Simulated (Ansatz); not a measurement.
`CC1C=C1F` and `CC1=CC1C` differ in one atom or group.

Ansatz, PBE0-D4/def2-TZVP geometries, multiplicity 1. 

```json
{"property": "HOMO energy (B3LYP/def2-TZVPP) / eV", "`CC1C=C1F`": "-7.04"}
{"property": "LUMO energy (PBE/def2-TZVPP) / eV", "`CC1C=C1F`": "-0.56"}
{"property": "size of the dipole moment (B3LYP/def2-TZVPP) / D", "`CC1C=C1F`": "1.18"}
{"property": "HOMO energy (PBE0/def2-TZVPP) / eV", "`CC1C=C1F`": "-7.25"}
{"property": "HOMO–LUMO gap (PBE0/def2-TZVPP) / eV", "`CC1C=C1F`": "7.75"}
{"property": "LUMO energy (PBE0/def2-TZVPP) / eV", "`CC1C=C1F`": "0.50"}
```

Question: What does the change do to each property? (Estimate.)

Answer: The calculation gave: 
```json
{"property": "HOMO energy (B3LYP/def2-TZVPP) / eV", "`CC1=CC1C`": "-6.60", "shift": "0.44"}
{"property": "LUMO energy (PBE/def2-TZVPP) / eV", "`CC1=CC1C`": "-0.54", "shift": "0.02"}
{"property": "size of the dipole moment (B3LYP/def2-TZVPP) / D", "`CC1=CC1C`": "0.83", "shift": "-0.35"}
{"property": "HOMO energy (PBE0/def2-TZVPP) / eV", "`CC1=CC1C`": "-6.80", "shift": "0.45"}
{"property": "HOMO–LUMO gap (PBE0/def2-TZVPP) / eV", "`CC1=CC1C`": "7.32", "shift": "-0.43"}
{"property": "LUMO energy (PBE0/def2-TZVPP) / eV", "`CC1=CC1C`": "0.52", "shift": "0.02"}
```

Dipoles are sizes alone; their direction can turn.

B3LYP here is the variant with VWN-RPA as its local correlation; programs differ in this.
